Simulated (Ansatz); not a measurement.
# AlC₂ (sextet): the correlation ladder, def2-TZVPP

The task here is to estimate one member of a computed series from the others.

Program: Ansatz 0.2.0, Gaussian basis. Level of theory: def2-TZVPP, core rule «outside noble gas», up to 7 orbitals frozen. These are calculated values, not measurements.

To be run: UHF; ROHF; CCSD(T) on UHF.

## The system

The geometry is a PBE0/def2-TZVP stationary point (not a proven minimum) of the parent state, kept for this charge and spin.

3 atoms, charge 0, spin multiplicity 6.

Atoms are counted from 1 here; the program's logs count them from 0.

Bond lengths: C1–Al2 1.931 Å, Al2–C3 1.931 Å. Angles: C1–Al2–C3 180.0°.

The first run:

in.yaml

```yaml
crystal:
  periodic: [false, false, false]
  atoms:
    - {symbol: C, position_ang: [0.000000, 0.000000, 1.931400]}
    - {symbol: Al, position_ang: [0.000000, 0.000000, 0.000000]}
    - {symbol: C, position_ang: [0.000000, 0.000000, -1.931400]}
basis:
  gaussian: {orbitals: def2-TZVPP}
magnetization: {spin_polarized: true, initial_magnetization: 5}
hamiltonian: {xc: hf}
output: {orbitals: {seedname: orbitals}}
```

Started as:

```console
$ ansatz run in.yaml --threads 1 --pin off --events-out ev --progress --plain --max-ram 4096MiB --backend cpu
```

Steps of the session up to this table: UHF; ROHF; CCSD(T) on UHF.

One of the session's tables, all rows but one given; the rest of the session is left out.

| method | from UCCSD(T) (meV) |
| --- | --- |
| ROHF | +8327.8 |
| UHF | +7849.2 |
| UMP2 | +1680.5 |
| UCCSD | ? |
| UCCSD(T) | 0 |

**Question.** Estimate the row for UCCSD.

As computed: from UCCSD(T) (meV): +429.3. In the column «from UCCSD(T) (meV)» it lies between UCCSD(T) (0) and UMP2 (+1680.5).
